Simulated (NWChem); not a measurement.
Species: formamide (CH₃NO); SMILES NC=O

```xyz
6

N     -0.1774     1.0773     0.0000
C      0.3851    -0.1549     0.0000
O     -0.2212    -1.1978     0.0000
H     -1.1870     1.1589     0.0000
H      0.3853     1.9157     0.0000
H      1.5029    -0.1038     0.0000
```
Atoms are numbered in this order, from 1.

Program: NWChem. All runs use the structure optimised with PBE0/def2-SVP.

Predict the results for PBE/def2-TZVPP. Quantities: highest occupied level (eV); orbital gap (eV); dipole (D).


```
Item                         Result
---------------------------  ------
highest occupied level (eV)   -5.97
orbital gap (eV)               5.40
dipole (D)                     3.81
```
